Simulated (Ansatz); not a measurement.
The input, for Ansatz 0.2.0:

```yaml
crystal:
  periodic: [false, false, false]
  atoms:
    - {symbol: B, position_ang: [0.000000, 0.000000, 2.082683]}
    - {symbol: Al, position_ang: [0.000000, 0.000000, -1.698676]}
    - {symbol: H, position_ang: [0.000000, 0.000000, 4.426380]}
    - {symbol: H, position_ang: [0.000000, 0.000000, -4.810387]}
basis:
  gaussian: {orbitals: 6-31G}
magnetization: {spin_polarized: false, initial_magnetization: 2}
correlation: {method: bccd, electrons: all}
scf: {lower_state_search: off}
```

```sh
$ ansatz run in.yaml --threads 1 --pin off --events-out ev --progress --plain --max-ram 2393MiB
```

Output:

```
these checks for a lower state are left out or cut short: stability, starts, cluster_reference, orbital_swaps, neighbouring_geometries, increment
328 factors; integrals over basis functions are off by at most 2.7e-4 eV
mean field evaluation 1: about -7270.5596 eV, gradient 1.1e1 eV
mean field evaluation 2: about -7270.5686 eV, gradient 1.1e1 eV
mean field evaluation 4: about -7271.6105 eV, gradient 6.0e0 eV
mean field evaluation 8: about -7273.2328 eV, gradient 7.9e0 eV
mean field evaluation 16: about -7274.9250 eV, gradient 1.6e-4 eV
mean field -7274.92502534 eV, -267.3485635601 hartree, gradient 3.5e-6 eV, S^2 2.000000; 0 other end points of the search recorded, 0 dependent functions left out
reference -7274.92502534 eV, -267.3485635601 hartree; 11, 9 occupied and 15, 17 virtual orbitals, 328 factors
second order -2.13114315 eV of doubles, -0.00423665 eV of singles
cycle   1  -2.91146827 eV  change   -7.8e-1 eV  update   1.3e-1
cycle   2  -3.57013211 eV  change   -6.6e-1 eV  update   6.6e-2
cycle   3  -3.62688289 eV  change   -5.7e-2 eV  update   2.0e-2
cycle   4  -3.62279952 eV  change    4.1e-3 eV  update   9.0e-3
cycle   5  -3.63555999 eV  change   -1.3e-2 eV  update   4.3e-3
cycle   6  -3.63066048 eV  change    4.9e-3 eV  update   2.5e-3
cycle   7  -3.62685720 eV  change    3.8e-3 eV  update   1.8e-3
cycle   8  -3.63010810 eV  change   -3.3e-3 eV  update   1.1e-3
cycle   9  -3.63033922 eV  change   -2.3e-4 eV  update   5.2e-4
cycle  10  -3.62981639 eV  change    5.2e-4 eV  update   2.8e-4
cycle  11  -3.62983252 eV  change   -1.6e-5 eV  update   2.0e-4
cycle  12  -3.62990201 eV  change   -6.9e-5 eV  update   1.5e-4
cycle  13  -3.62998371 eV  change   -8.2e-5 eV  update   1.0e-4
cycle  14  -3.63000900 eV  change   -2.5e-5 eV  update   7.4e-5
cycle  15  -3.62996209 eV  change    4.7e-5 eV  update   5.4e-5
cycle  16  -3.62999177 eV  change   -3.0e-5 eV  update   3.4e-5
cycle  17  -3.63000870 eV  change   -1.7e-5 eV  update   2.4e-5
Total energy: -7278.55503404 eV, -267.4819639192 hartree
Checks for a lower state left out: stability, starts, cluster_reference, orbital_swaps, neighbouring_geometries, increment
```

Ran on 1 thread of Arm Neoverse N1, shared host: 1.1 s wall, 0.19 GiB peak host memory.
